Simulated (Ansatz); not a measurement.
B3⁻. Charge -1, multiplicity 1. Geometry PBE-D4/def2-TZVPD; atoms count from 1.

```tsv
atom	x (Å)	y (Å)	z (Å)
B1	0.294	0.833	-0.146
B2	0.468	-0.699	-0.304
B3	-0.762	-0.133	0.450
```

The structure comes from a short search, and lower isomers may exist.

Question: Estimate the Mulliken populations from the PBE0/def2-TZVPD orbitals of Ansatz.

Answer: 
| atom | charge (e) |
| --- | --- |
| B1 | -0.33 |
| B2 | -0.33 |
| B3 | -0.33 |
Mulliken values depend strongly on the basis. With diffuse functions, as here, like atoms can get unlike values, and bond orders can come out too low or too high.

Question: And the Mayer bond orders between heavy atoms (over 0.3)?

Answer: B1–B2 1.73 (1.55 Å); B1–B3 1.73 (1.55 Å); B2–B3 1.73 (1.55 Å).
